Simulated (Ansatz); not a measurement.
Reaction (SMILES): O=CO + 3 [H][H] (H2) → C (CH4) + 2 O (H2O)
B3LYP-D3(BJ)/def2-TZVP geometries, fixed; electronic energies without zero-point terms.

Basis-set convergence of the energy of full hydrogenation at wB97M-V with Ansatz (a first-principles code). Cartesian d functions, on some or all atoms, in 6-31G*, 6-31G**, 6-31+G*; all else is spherical. The program fits the integrals of some runs and decomposes those of others, by size. Species with rotatable bonds are taken in one conformer. The functional holds VV10 correlation; no added dispersion term, no relativity. Functions are those of the species that has most. Reference: the value in aug-pcseg-3, -55.58 kcal/mol, itself unsure by roughly 0.26 kcal/mol (its mean distance from aug-cc-pVQZ, cc-pV5Z, def2-QZVPPD). Deviations are taken from unrounded values.

```
basis              functions
-----------------  ---------
STO-3G                    17
3-21G                     31
6-31G                     31
6-31G*                    49
6-31G**                   55
6-31+G*                   61
6-311G**                  66
6-311+G**                 78
6-311++G(2d,2p)          101
6-311++G(3df,3pd)        153
```

### Question
Which is the smallest Pople set listed that can be trusted to 4 kcal/mol here, that is, within that of the reference together with its larger relatives (same family, alike in diffuse functions; a set with none to test it counts only in the reference's own line)?

### Answer
The smallest set listed that lies within 4 kcal/mol of the reference with all its larger relatives (same family, alike in diffuse functions; a set with none counts only in the reference's own line) is 6-311+G** (78 functions, 0.11 kcal/mol off). Value minus reference: STO-3G 28.91, 3-21G 24.15, 6-31G 5.21, 6-31G* 17.94, 6-31G** 10.60, 6-31+G* 7.71, 6-311G** 8.96, 6-311+G** 0.11, 6-311++G(2d,2p) -1.35, 6-311++G(3df,3pd) 0.36 kcal/mol.
